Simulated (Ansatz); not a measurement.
The input, for Ansatz 0.2.0:

```yaml
crystal:
  periodic: [false, false, false]
  atoms:
    - {symbol: Al, position_ang: [-1.059169, 0.000000, 0.000000]}
    - {symbol: H, position_ang: [-1.852092, 1.373384, 0.000000]}
    - {symbol: H, position_ang: [-1.852092, -1.373384, 0.000000]}
    - {symbol: H, position_ang: [0.625831, 0.000000, 0.000000]}
    - {symbol: N, position_ang: [2.261831, 0.000000, 0.000000]}
basis:
  gaussian: {orbitals: STO-3G}
magnetization: {spin_polarized: false, initial_magnetization: 3}
correlation: {method: fic_mrcisd_q, electrons: outside_noble_gas, active_space: {window: {electrons: 11, orbitals: 7}}}
accuracy: high
scf: {lower_state_search: off}
```

```sh
$ ansatz run in.yaml --threads 1 --pin off --events-out ev --progress --plain --max-ram 2393MiB
```

Log:

```
these checks for a lower state are left out or cut short: stability, starts, cluster_reference, orbital_swaps, neighbouring_geometries, increment
270 factors; integrals over basis functions are off by at most 2.1e-9 eV
mean field evaluation 1: about -8008.4869 eV, gradient 1.3e1 eV
mean field evaluation 2: about -8008.5191 eV, gradient 1.3e1 eV
mean field evaluation 4: about -8010.8238 eV, gradient 1.5e0 eV
mean field evaluation 8: about -8010.8464 eV, gradient 3.7e-4 eV
mean field -8010.84639328 eV, -294.3931750065 hartree, gradient 5.2e-9 eV, S^2 3.750000; 0 other end points of the search recorded, 0 dependent functions left out
reference -8010.84639328 eV, -294.3931750065 hartree; 13, 10 occupied and 4, 7 virtual orbitals, 270 factors
state -8010.84639567 eV, -294.3931750943 hartree
contracted CI cycle   1: correlation 0.00000000 eV, 0.0000000000 hartree, residual 7.40e0 eV
contracted CI cycle   2: correlation -1.53897411 eV, -0.0565562553 hartree, residual 1.57e0 eV
contracted CI cycle   3: correlation -1.61187331 eV, -0.0592352517 hartree, residual 2.50e-1 eV
contracted CI cycle   4: correlation -1.61368376 eV, -0.0593017843 hartree, residual 4.98e-2 eV
contracted CI cycle   5: correlation -1.61376505 eV, -0.0593047717 hartree, residual 1.57e-2 eV
contracted CI cycle   6: correlation -1.61377231 eV, -0.0593050384 hartree, residual 3.62e-3 eV
contracted CI cycle   7: correlation -1.61377266 eV, -0.0593050514 hartree, residual 6.96e-4 eV
contracted CI cycle   8: correlation -1.61377267 eV, -0.0593050518 hartree, residual 1.52e-4 eV
contracted CI cycle   9: correlation -1.61377267 eV, -0.0593050518 hartree, residual 3.99e-5 eV
contracted CI cycle  10: correlation -1.61377267 eV, -0.0593050518 hartree, residual 1.05e-5 eV
contracted CI cycle  11: correlation -1.61377267 eV, -0.0593050518 hartree, residual 2.66e-6 eV
state -8010.84639567 eV, -294.3931750943 hartree; corrected -8012.54367627 eV, -294.4555490059 hartree
Total energy: -8012.54367627 eV, -294.4555490059 hartree
Checks for a lower state left out: stability, starts, cluster_reference, orbital_swaps, neighbouring_geometries, increment
```

Ran on 1 thread of Arm Neoverse V2, shared host: 0.51 s wall, 0.11 GiB peak host memory.
